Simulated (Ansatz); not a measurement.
A nudged elastic band was laid between two geometries of CH6Si + H2S (11 atoms, charge 0, multiplicity 1).

Theory: RKS PBE-D4/6-31G* (Ansatz 0.2.0).

```json
{
  "movable images": "7",
  "climbing image": "yes",
  "spring": "5.0 eV/Å²",
  "optimiser": "quadratic models (default)",
  "start path": "through a guess of the saddle point",
  "force threshold": "0.05 eV/Å",
  "iteration limit": "60",
  "end points": "relaxed"
}
```

First end point:

```xyz
11
Properties=species:S:1:pos:R:3
Si 0.291 -0.237 0.163
C 0.447 -0.024 2.033
H 0.603 -0.996 2.531
H 1.301 0.629 2.283
H -0.471 0.435 2.438
H 1.535 -0.838 -0.430
H 0.045 1.081 -0.519
H -0.859 -1.145 -0.187
S -3.376 0.997 1.291
H -2.784 0.730 0.097
H -3.476 -0.323 1.593
```

Last end point:

```xyz
11
Properties=species:S:1:pos:R:3
Si -0.510 0.249 -0.885
C -0.224 -0.266 2.940
H -0.515 -0.567 3.957
H -0.526 -1.051 2.229
H 0.867 -0.133 2.891
H 0.444 1.114 -0.118
H -0.441 0.588 -2.341
H -0.122 -1.185 -0.680
S -2.570 0.621 -0.344
H -2.431 0.254 0.959
H -0.715 0.686 2.686
```

Which bonds break or form, and what moves?

Bonds broken: Si1–C2, S9–H11. Bonds formed: Si1–S9, C2–H11. CH6Si + H2S becomes CH4 + H4SSi.

What energy profile does the band end with?

It converged. The highest image is number 5 of 0 to 8, 204.4 kJ/mol above the first end and 270.5 kJ/mol above the last; the last end lies 66.1 kJ/mol below the first. The profile has 2 maxima (images 1, 5) with wells between them (image 3): this band takes more than one step, which may be the mechanism or a detour left from its start path. Neighbouring images differ by up to 2.4 eV, so the band resolves the path poorly. A vibrational analysis at the climbing image gives one clearly imaginary mode, 1016i cm⁻¹: a first-order saddle point. The orbitals stay closed-shell, which can raise the energy where a bond breaks towards radicals; this wasn't checked here.

```csv
image,path coordinate (Å),energy (kJ/mol),Si1–C2 (Å),S9–H11 (Å),Si1–S9 (Å)
0,0.00,0.0,1.89,1.36,4.03
1,2.11,7.4,1.90,1.36,4.13
2,4.23,0.6,1.89,1.36,4.03
3,6.34,0.5,1.89,1.36,3.99
4,8.46,4.6,1.90,1.36,3.98
5,10.57,204.4,2.19,1.80,2.58
6,12.33,-30.2,3.27,2.42,2.19
7,14.08,-65.0,4.08,3.18,2.16
8,15.84,-66.1,3.87,3.55,2.16
```

What is the geometry of the highest image?


```xyz
11
Properties=species:S:1:pos:R:3
Si -0.196 0.084 0.005
C -0.126 -0.008 2.193
H -0.810 0.128 3.056
H 0.245 -1.043 2.231
H 0.690 0.721 2.302
H 1.277 -0.258 0.161
H -0.155 1.460 -0.574
H -0.691 -1.091 -0.778
S -2.667 0.646 0.501
H -3.093 -0.636 0.678
H -1.216 0.305 1.518
```

The band took 23 iterations and of the order of 5 core-minutes.

The run took 5.2 min on 1 thread of Arm Neoverse V2 (shared host), peak memory 0.11 GiB.
